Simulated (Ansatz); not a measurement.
## Cost against result

The pair of NH4⁺ (SMILES [NH4+], atoms 1–5) and SiH3Cl (SMILES [SiH3]Cl, atoms 6–10), both closed shells, in one local arrangement (a lower one may exist), relaxed at PBE0-D4/def2-TZVP:

```
10
angstrom
N 0.3009 0.1253 -2.1551
H -0.4436 -0.5502 -2.3326
H 0.0690 1.0113 -2.6071
H 1.1785 -0.2298 -2.5381
H 0.4075 0.2777 -1.1222
Si -0.4085 -0.2094 2.2820
Cl 0.8261 0.7554 0.8623
H 0.4959 -1.0492 3.0870
H -1.3665 -1.0050 1.4844
H -1.0594 0.8740 3.0394
```

Interaction energies are counterpoise-corrected; the time is that of the whole pair.

Program: Ansatz 0.2.0. Basis: as named in each row. Cores are frozen in the correlated methods. B3LYP uses VWN-RPA correlation. Extrapolation: Hartree–Fock as exp(−7.88 √X), correlation as X^−2.97.

Times are rough, for one single point on 4 threads of a shared host (Arm Neoverse V1).

The estimate by CCSD(T) at an estimated basis limit (MP2 extrapolated from triple and quadruple zeta, plus CCSD(T) − MP2 in triple zeta) is -53.9 kJ/mol.

```csv
method,basis,time (s),interaction energy (kJ/mol),method less estimate
HF,STO-3G,under 1,-67.2,-13.3
PBE-D4,STO-3G,under 1,-89.0,-35.1
SPW92,def2-SVP,under 1,-72.1,-18.2
B3LYP-D4,6-31G,under 1,-59.4,-5.5
PBE-D4,def2-SVP,under 1,-61.8,-7.9
PBE0-D4,def2-SVP,under 1,-59.7,-5.8
CCSD(T),def2-SVP,1,-46.3,7.6
PBE-D4,def2-TZVPPD,2,-59.9,-6.1
revPBE-D4,def2-TZVPPD,2,-56.2,-2.3
BLYP-D4,def2-TZVPPD,2,-57.2,-3.3
PBE0-D4,def2-TZVPPD,3,-58.0,-4.2
B3LYP-D4,def2-TZVPPD,3,-56.9,-3.1
HSE06-D4,def2-TZVPPD,3,-58.1,-4.2
wB97M-V,def2-SVP,3,-57.4,-3.6
r2SCAN-D4,def2-TZVPPD,4,-55.7,-1.9
B2PLYP,def2-TZVPPD,5,-52.5,1.4
wB97X-V,def2-TZVPPD,6,-54.3,-0.4
wB97M-V,def2-TZVPPD,7,-54.0,-0.1
B97M-V,def2-TZVPPD,8,-52.9,0.9
MP2,def2-QZVPPD,15,-54.2,-0.4
CCSD(T),def2-TZVPPD,78,-51.0,2.8
```

No T1 diagnostic of these runs exceeds 0.009.
